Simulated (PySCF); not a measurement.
Breaking a bond: SMILES C#N (CHN). The C1–H3 bond (C1 also carries N; H3 carries nothing else) is stretched with both fragments frozen at the PBE0/def2-TZVP optimised geometry.

Computed with PySCF with CCSD(T) on UHF/cc-pVTZ, 2 core orbitals frozen.

Relative to R = 1.07 Å, what are the energies at R = 0.92, 1.33, 1.74, 3.77 Å?

12.9 kcal/mol at 0.92 Å, 19.7 kcal/mol at 1.33 Å, 71.1 kcal/mol at 1.74 Å, 132.3 kcal/mol at 3.77 Å.

The unrestricted determinant behind UCCSD(T) is spin-contaminated at 1.74 to 3.77 Å (<S²> up to 1.3, against 0.00 for a pure singlet).
